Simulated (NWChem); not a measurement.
Molecule: AlF3; SMILES [F][Al]([F])[F]

Program: NWChem. Pople sets run with spherical d functions. The geometry was optimised at PBE-D3(BJ)/def2-SVP. Level PBE/6-31G*: single points from the atomic guess with DIIS by default; each run changes one setting, and all converged runs end within 0.3 mHa of each other.

Task: Which setting needs the most SCF iterations, or fails (no level shifting; no DIIS, 40 % damping; occupation smearing of 0.005 Ha; defaults; level shift of 0.5 Ha throughout)?

Result: no DIIS, 40 % damping, with 32 against 6 for the defaults.
```
setting                           SCF iterations
--------------------------------  --------------
defaults                                       6
no DIIS, 40 % damping                         32
level shift of 0.5 Ha throughout              13
occupation smearing of 0.005 Ha                6
no level shifting                              6
```
